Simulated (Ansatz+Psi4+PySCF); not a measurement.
## singlet LiF: levels of theory in one basis

```xyz
2

Li    0.0000    0.0000   -1.1750
F     0.0000    0.0000    1.1750
```

Basis set: cc-pCVTZ on Li; cc-pVTZ on F (spherical functions). Frozen core: 1 orbital. Charge 0, multiplicity 1.

Computed with Ansatz (development build ahead of 0.2.0); each method stands on the lowest determinant of its kind that the runs found.

```
  method  E − E(RHF) (eV)  <S²> of the determinant
     RHF             0.00                     0.00
 RHF-MP2            -8.72                        –
RHF-CCSD            -8.71                        –
```

(1) What does RHF-CCSD(T) give on the same scale?

(2) Is a single determinant a sound starting point here?

## Answers

(1) -8.94 eV.

(2) Only with care. Unrestricted orbitals gain 0.00 eV and <S²> is 0.00 against 0.00 for a pure state, but bonds are stretched.
